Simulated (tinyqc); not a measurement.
Worked calculation: LCCD on RHF in the sto-3g basis, for CH3+, spin multiplicity 1. One step of it, computed by the program tinyqc.

Problem. LCCD: starting amplitudes. t_ij^ab = <ij||ab> / (e_i + e_j - e_a - e_b), whose energy is MP2.

orbital energies (hartree): MO1 -11.571641, MO2 -1.229997, MO3 -0.909523, MO4 -0.909358, MO5 -0.215390, MO6 0.144377, MO7 0.250744, MO8 0.251102

Two-electron integrals over orbitals (pq|rs), unique and non-zero (hartree):
```
p,q,r,s,(pq|rs)
1,1,1,1,3.507231
2,1,1,1,-0.309439
2,1,2,1,0.043019
2,2,1,1,0.736557
2,2,2,1,-0.010896
2,2,2,2,0.520416
3,1,1,1,-0.000054
3,1,2,1,0.000006
3,1,2,2,-0.000007
3,1,3,1,0.010148
3,2,1,1,0.000021
3,2,2,1,-3.57e-06
3,2,2,2,-0.000027
3,2,3,1,0.015661
3,2,3,2,0.117397
3,3,1,1,0.649491
3,3,2,1,-0.004742
3,3,2,2,0.498270
3,3,3,1,0.002911
3,3,3,2,0.044114
3,3,3,3,0.531741
4,1,4,1,0.010149
4,2,4,1,0.015661
4,2,4,2,0.117383
4,3,4,1,-0.002907
4,3,4,2,-0.044096
4,3,4,3,0.040950
4,4,1,1,0.649500
4,4,2,1,-0.004742
4,4,2,2,0.498281
4,4,3,1,-0.002912
4,4,3,2,-0.044114
4,4,3,3,0.449831
4,4,4,4,0.531732
5,1,1,1,-0.002997
5,1,2,1,0.000377
5,1,2,2,-0.000244
5,1,3,1,7.64e-08
5,1,3,2,-1.26e-08
5,1,3,3,-0.000103
5,1,4,4,-0.000103
5,1,5,1,0.021707
5,2,1,1,0.001969
5,2,2,1,-0.000137
5,2,2,2,-0.000016
5,2,3,1,-2.35e-08
5,2,3,2,-3.78e-08
5,2,3,3,0.000113
5,2,4,4,0.000113
5,2,5,1,0.025173
5,2,5,2,0.100847
5,3,1,1,5.61e-07
5,3,2,1,-3.89e-08
5,3,2,2,6.55e-08
5,3,3,1,0.000068
5,3,3,2,-0.000174
5,3,3,3,-0.000274
5,3,4,4,0.000275
5,3,5,1,4.28e-06
5,3,5,2,0.000013
5,3,5,3,0.023436
5,4,4,1,0.000068
5,4,4,2,-0.000174
5,4,4,3,0.000274
5,4,5,4,0.023436
5,5,1,1,0.851974
5,5,2,1,-0.009624
5,5,2,2,0.555264
5,5,3,1,-1.76e-06
5,5,3,2,0.000012
5,5,3,3,0.504211
5,5,4,4,0.504213
5,5,5,1,0.000368
5,5,5,2,0.002499
5,5,5,3,5.71e-07
5,5,5,5,0.672823
6,1,1,1,-0.269512
6,1,2,1,0.038035
6,1,2,2,-0.009119
6,1,3,1,0.000018
6,1,3,2,0.000015
6,1,3,3,-0.003829
6,1,4,4,-0.003834
6,1,5,1,0.000100
6,1,5,2,-0.000376
6,1,5,3,1.04e-08
6,1,5,5,-0.006973
6,1,6,1,0.033670
6,2,1,1,0.259801
6,2,2,1,-0.009524
6,2,2,2,0.083842
6,2,3,1,0.000007
6,2,3,2,0.000020
6,2,3,3,0.056467
6,2,4,4,0.056526
6,2,5,1,-0.000365
6,2,5,2,-0.000369
6,2,5,3,5.52e-07
6,2,5,5,0.133618
6,2,6,1,-0.007892
6,2,6,2,0.071620
6,3,1,1,0.000267
6,3,2,1,-0.000007
6,3,2,2,0.000093
6,3,3,1,0.005033
6,3,3,2,-0.026580
6,3,3,3,-0.032665
6,3,4,4,0.032800
6,3,5,1,-4.48e-08
6,3,5,2,9.56e-07
6,3,5,3,0.000352
6,3,5,5,0.000133
6,3,6,1,2.15e-07
6,3,6,2,0.000123
6,3,6,3,0.058804
6,4,4,1,0.005045
6,4,4,2,-0.026441
6,4,4,3,0.032695
6,4,5,4,0.000352
6,4,6,4,0.058663
6,5,1,1,-0.002769
6,5,2,1,-0.000019
6,5,2,2,-0.001424
6,5,3,1,1.56e-07
6,5,3,2,1.17e-06
6,5,3,3,-0.000746
6,5,4,4,-0.000748
6,5,5,1,0.020322
6,5,5,2,0.068952
6,5,5,3,0.000028
6,5,5,5,-0.000889
6,5,6,1,-0.000238
6,5,6,2,-0.001671
6,5,6,3,-1.72e-06
6,5,6,5,0.051913
6,6,1,1,0.596990
6,6,2,1,-0.008811
6,6,2,2,0.450702
6,6,3,1,0.000021
6,6,3,2,0.000210
6,6,3,3,0.449564
6,6,4,4,0.449334
6,6,5,1,-0.000588
6,6,5,2,-0.001660
6,6,5,3,-1.53e-06
6,6,5,5,0.459550
6,6,6,1,-0.007134
6,6,6,2,0.027823
6,6,6,3,-0.000102
6,6,6,5,-0.001551
6,6,6,6,0.445309
7,1,4,1,0.013653
7,1,4,2,0.019494
7,1,4,3,-0.003182
7,1,5,4,0.000094
7,1,6,4,0.006532
7,1,7,1,0.018433
7,2,4,1,0.010591
7,2,4,2,0.020425
7,2,4,3,0.017996
7,2,5,4,0.000521
7,2,6,4,0.042905
7,2,7,1,0.013539
7,2,7,2,0.048654
7,3,4,1,0.003084
7,3,4,2,0.044841
7,3,4,3,-0.014276
7,3,5,4,-0.000268
7,3,6,4,-0.029026
7,3,7,1,0.004167
7,3,7,2,-0.005877
7,3,7,3,0.035314
7,4,1,1,0.265440
7,4,2,1,-0.005831
7,4,2,2,0.093755
7,4,3,1,0.003082
7,4,3,2,0.044855
7,4,3,3,0.083550
7,4,4,4,0.055009
7,4,5,1,0.000006
7,4,5,2,0.000996
7,4,5,3,-0.000268
7,4,5,5,0.131904
7,4,6,1,-0.004683
7,4,6,2,0.075885
7,4,6,3,-0.029020
7,4,6,5,-0.000738
7,4,6,6,0.028263
7,4,7,4,0.121543
7,5,4,1,0.000165
7,5,4,2,0.001172
7,5,4,3,-0.000496
7,5,5,4,0.018453
7,5,6,4,-0.000560
7,5,7,1,0.000216
7,5,7,2,0.000138
7,5,7,3,0.000527
7,5,7,5,0.018423
7,6,4,1,0.012790
7,6,4,2,0.105963
7,6,4,3,-0.051294
7,6,5,4,-0.000560
7,6,6,4,-0.053757
7,6,7,1,0.016332
7,6,7,2,-0.007405
7,6,7,3,0.055635
7,6,7,5,0.001121
7,6,7,6,0.126216
7,7,1,1,0.686519
7,7,2,1,-0.007969
7,7,2,2,0.485705
7,7,3,1,0.000037
7,7,3,2,-0.031792
7,7,3,3,0.445065
7,7,4,4,0.516861
7,7,5,1,-0.000075
7,7,5,2,0.000267
7,7,5,3,0.000399
7,7,5,5,0.494819
7,7,6,1,-0.006232
7,7,6,2,0.051460
7,7,6,3,0.043058
7,7,6,5,-0.000476
7,7,6,6,0.457773
7,7,7,4,0.043577
7,7,7,7,0.530660
8,1,1,1,0.000277
8,1,2,1,-0.000041
8,1,2,2,3.22e-06
8,1,3,1,0.013656
8,1,3,2,0.019500
8,1,3,3,0.003194
8,1,4,4,-0.003185
8,1,5,1,-1.37e-07
8,1,5,2,3.30e-07
8,1,5,3,0.000094
8,1,5,5,0.000007
8,1,6,1,-0.000019
8,1,6,2,0.000019
8,1,6,3,0.006519
8,1,6,5,4.08e-07
8,1,6,6,0.000036
8,1,7,4,0.004172
8,1,7,7,0.000381
8,1,8,1,0.018443
8,2,1,1,-0.000307
8,2,2,1,0.000009
8,2,2,2,-0.000114
8,2,3,1,0.010593
8,2,3,2,0.020437
8,2,3,3,-0.018040
8,2,4,4,0.017900
8,2,5,1,3.35e-07
8,2,5,2,1.36e-07
8,2,5,3,0.000521
8,2,5,5,-0.000157
8,2,6,1,0.000020
8,2,6,2,-0.000033
8,2,6,3,0.042905
8,2,6,5,1.59e-06
8,2,6,6,-0.000071
8,2,7,4,-0.005959
8,2,7,7,0.028480
8,2,8,1,0.013544
8,2,8,2,0.048648
8,3,1,1,0.265489
8,3,2,1,-0.005831
8,3,2,2,0.093798
8,3,3,1,-0.003084
8,3,3,2,-0.044768
8,3,3,3,0.055069
8,3,4,4,0.083538
8,3,5,1,0.000006
8,3,5,2,0.000996
8,3,5,3,0.000268
8,3,5,5,0.131926
8,3,6,1,-0.004691
8,3,6,2,0.075901
8,3,6,3,0.029133
8,3,6,5,-0.000740
8,3,6,6,0.028045
8,3,7,4,0.053800
8,3,7,7,0.078575
8,3,8,1,-0.004162
8,3,8,2,0.005754
8,3,8,3,0.121457
8,4,4,1,0.003075
8,4,4,2,0.044841
8,4,4,3,-0.014300
8,4,5,4,-0.000268
8,4,6,4,-0.029079
8,4,7,1,0.004155
8,4,7,2,-0.005927
8,4,7,3,0.032492
8,4,7,5,0.000527
8,4,7,6,0.055668
8,4,8,4,0.035356
8,5,1,1,2.20e-06
8,5,2,1,8.60e-09
8,5,2,2,9.54e-07
8,5,3,1,0.000165
8,5,3,2,0.001172
8,5,3,3,0.000497
8,5,4,4,-0.000496
8,5,5,1,-0.000021
8,5,5,2,-0.000072
8,5,5,3,0.018456
8,5,5,5,5.03e-07
8,5,6,1,4.34e-07
8,5,6,2,1.52e-06
8,5,6,3,-0.000562
8,5,6,5,-0.000036
8,5,6,6,3.86e-06
8,5,7,4,0.000528
8,5,7,7,-0.000431
8,5,8,1,0.000216
8,5,8,2,0.000138
8,5,8,3,-0.000526
8,5,8,5,0.018427
8,6,1,1,0.000052
8,6,2,1,3.65e-07
8,6,2,2,3.03e-06
8,6,3,1,0.012791
8,6,3,2,0.106052
8,6,3,3,0.051407
8,6,4,4,-0.051359
8,6,5,1,4.87e-07
8,6,5,2,1.59e-06
8,6,5,3,-0.000561
8,6,5,5,0.000023
8,6,6,1,0.000016
8,6,6,2,6.77e-07
8,6,6,3,-0.054008
8,6,6,5,2.46e-06
8,6,6,6,0.000273
8,6,7,4,0.055707
8,6,7,7,-0.051979
8,6,8,1,0.016338
8,6,8,2,-0.007452
8,6,8,3,-0.055563
8,6,8,5,0.001123
8,6,8,6,0.126469
8,7,4,1,0.000028
8,7,4,2,-0.031888
8,7,4,3,0.035956
8,7,5,4,0.000399
8,7,6,4,0.043008
8,7,7,1,0.000360
8,7,7,2,0.028568
8,7,7,3,-0.017570
8,7,7,5,-0.000432
8,7,7,6,-0.052030
8,7,8,4,-0.017608
8,7,8,7,0.042995
8,8,1,1,0.686631
8,8,2,1,-0.007973
8,8,2,2,0.485723
8,8,3,1,-0.000067
8,8,3,2,0.031559
8,8,3,3,0.516774
8,8,4,4,0.445187
8,8,5,1,-0.000075
8,8,5,2,0.000267
8,8,5,3,-0.000397
8,8,5,5,0.494857
8,8,6,1,-0.006236
8,8,6,2,0.051411
8,8,6,3,-0.042823
8,8,6,5,-0.000475
8,8,6,6,0.458022
8,8,7,4,0.078499
8,8,7,7,0.445023
8,8,8,1,-0.000403
8,8,8,2,-0.028597
8,8,8,3,0.043793
8,8,8,5,0.000429
8,8,8,6,0.051749
8,8,8,8,0.530487
```

Give: Starting amplitudes; correlation energy.

Solution.

Starting amplitudes (spin orbitals 1a, 1b, ...; amplitudes related by a flip of all spins are not repeated; the 24 largest):
```
from,to,t
4a 4b,7a 7b,-0.0524
3a 3b,8a 8b,-0.0523
2a 2b,5a 5b,-0.0497
2a 3b,6a 8b,-0.0299
2a 4b,6a 7b,-0.0299
3a 3b,6a 6b,-0.0279
4a 4b,6a 6b,-0.0278
2a 2b,6a 6b,-0.0261
3a 4b,7b 8a,0.0232
2a 4b,6b 7a,0.0169
2a 3b,6b 8a,0.0169
4a 4b,5a 5b,-0.0169
3a 3b,5a 5b,-0.0169
2a 2b,7a 7b,-0.0164
2a 2b,8a 8b,-0.0164
4a 4b,8a 8b,-0.0152
3a 3b,7a 7b,-0.0152
3a 4b,7a 8b,-0.0140
3a 3b,6a 8b,-0.0132
4a 4b,6a 8b,0.0131
3a 4b,6b 7a,-0.0131
3a 4b,6a 7b,0.0131
2a 3a,6a 8a,-0.0130
2a 4a,6a 7a,-0.0130
```

correlation energy = -0.047341 hartree
